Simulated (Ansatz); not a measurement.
**Potassium, bcc under r²SCAN: how the Methfessel-Paxton smearing moves the result**

A convergence test of the Methfessel-Paxton smearing width. The geometry was relaxed under r²SCAN beforehand and stays fixed; 7 values are run, from 0.01 to 1.0 eV. Wanted are the values from which on the energy stays within 10 and 1 meV/atom, and the pressure within 0.5 GPa, of the narrowest run. Within the series other settings stay, but some runs also write fields, which adds to their time. Spin polarisation is left out.

Computed with Ansatz 0.2.0 (DFT r²SCAN, plane waves with PAW, scalar-relativistic, unless a step says otherwise).

## Step 1: Starting point

Symmetry: Im-3m, No. 229, cubic system. The conventional cell has a = 5.340 Å, b = 5.340 Å, c = 5.340 Å, α = 90.00°, β = 90.00°, γ = 90.00°.

Structure file:

```xyz
1
Lattice="-2.6699 2.6699 2.6699 2.6699 -2.6699 2.6699 2.6699 2.6699 -2.6699" Properties=species:S:1:pos:R:3 pbc="T T T"
K     0.0000    0.0000    0.0000
```

## Step 2: With a width of 0.01 eV

The run at 0.01 eV.

The input, input.yaml:

```yaml
crystal:
  lattice:
    - [-2.6699463634, 2.6699463634, 2.6699463634]
    - [2.6699463634, -2.6699463634, 2.6699463634]
    - [2.6699463634, 2.6699463634, -2.6699463634]
  atoms:
    - { symbol: K, position: [0.0, 0.0, 0.0] }
hamiltonian:
  xc: r2scan
  pseudopotentials:
    kind: paw
    azcp:
      K: "pseudopotentials/K.paw.azcp"
basis:
  ecutwfc: 500
  fft_grid_basis: typed
kpoints:
  mp_grid: { grid: [8, 8, 8], shift: [0, 0, 0] }
magnetization:
  spin_polarized: false
scf:
  occupations: { method: methfessel_paxton, width: 0.01 }
  lower_state_search: "off"
output:
  stress: true
```

Launch:

```sh
> ansatz run input.yaml --threads 1 --pin off --max-ram 3584MiB --backend cpu --events-out ev --progress --plain --runs-dir out
```

## Step 3: With a width of 0.03 eV

The run at 0.03 eV.

input.yaml: that of step 2 with these lines changed.

```diff
@@ -21,3 +21,3 @@
 scf:
-  occupations: { method: methfessel_paxton, width: 0.01 }
+  occupations: { method: methfessel_paxton, width: 0.03 }
   lower_state_search: "off"
```

## Step 4: With a width of 0.1 eV

The run at 0.1 eV.

input.yaml: that of step 3 with these lines changed.

```diff
@@ -21,3 +21,3 @@
 scf:
-  occupations: { method: methfessel_paxton, width: 0.03 }
+  occupations: { method: methfessel_paxton, width: 0.1 }
   lower_state_search: "off"
```

## Step 5: With a width of 0.2 eV

The run at 0.2 eV.

input.yaml: that of step 4 with these lines changed.

```diff
@@ -21,3 +21,3 @@
 scf:
-  occupations: { method: methfessel_paxton, width: 0.1 }
+  occupations: { method: methfessel_paxton, width: 0.2 }
   lower_state_search: "off"
@@ -25 +25,5 @@
   stress: true
+  write_density: true
+  write_potential: true
+  elf: true
+  volumetric_format: npy
```

## Step 6: With a width of 0.3 eV

The run at 0.3 eV.

input.yaml: that of step 5 with these lines changed.

```diff
@@ -21,3 +21,3 @@
 scf:
-  occupations: { method: methfessel_paxton, width: 0.2 }
+  occupations: { method: methfessel_paxton, width: 0.3 }
   lower_state_search: "off"
@@ -25,5 +25 @@
   stress: true
-  write_density: true
-  write_potential: true
-  elf: true
-  volumetric_format: npy
```

## Step 7: With a width of 0.6 eV

The run at 0.6 eV.

input.yaml: that of step 6 with these lines changed.

```diff
@@ -21,3 +21,3 @@
 scf:
-  occupations: { method: methfessel_paxton, width: 0.3 }
+  occupations: { method: methfessel_paxton, width: 0.6 }
   lower_state_search: "off"
```

## Step 8: With a width of 1.0 eV

The run at 1.0 eV.

input.yaml: that of step 7 with these lines changed.

```diff
@@ -21,3 +21,3 @@
 scf:
-  occupations: { method: methfessel_paxton, width: 0.6 }
+  occupations: { method: methfessel_paxton, width: 1.0 }
   lower_state_search: "off"
@@ -25 +25,5 @@
   stress: true
+  write_density: true
+  write_potential: true
+  elf: true
+  volumetric_format: npy
```

(Steps that only read results are left out.)

**Question.** What will these runs give?

**Answer**, as computed:

| quantity | value |
| --- | --- |
| E(σ → 0) stays within 10 meV/atom of 0.01 eV | up to 1.0 eV |
| E(σ → 0) stays within 1 meV/atom | up to 0.2 eV |
| pressure stays within 0.5 GPa | up to 1.0 eV |
| pressure at 0.01 eV | 0.02 GPa |
| energy of a separate run on a finer mesh (14×14×14) | -7.5 meV/atom from 0.01 eV |

In words: At 1.0 eV the energy differs by -6.4 meV/atom and the pressure by 0.0 GPa. The free energy F moves by -5.0 meV/atom over the range, and the estimate for σ → 0 by -6.4. This scheme cancels the term in the square of the width, so F moves little up to 0.2 eV. The mesh (8×8×8) is fixed, so the narrowest widths carry a k-point error of their own. The yardstick itself is unsettled by 7.5 meV/atom against the finer mesh, so the thresholds above hold only within this series, and wider smearing, which averages over more states, can land nearer the fine-mesh value than the narrowest does. The cell taken over is 7 % larger than the measured one (71.32 Å³/atom, COD).
